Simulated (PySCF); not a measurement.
CH₄O, SMILES CO.

Geometry optimised at B3LYP-D3(BJ)/def2-TZVP.

Two levels are set side by side: TDA-PBE/def2-TZVPD (PySCF) and ADC(2)/aug-cc-pVDZ (PySCF). Vertical, same geometry; the bases differ. Differences are taken from unrounded values.

```json
[
 {"quantity": "lowest singlet excitation (eV)", "ADC(2)": "6.23", "TDA-PBE": "5.92", "TDA-PBE minus ADC(2)": "-0.31"}
]
```

Functionals without exact exchange tend to place singlet excitations lower, as here. Differences between two approximate levels are no errors against the true value.

Rough cost on one machine, each run with all the roots and properties that it gave: ADC(2) against TDA-PBE about 2 times.
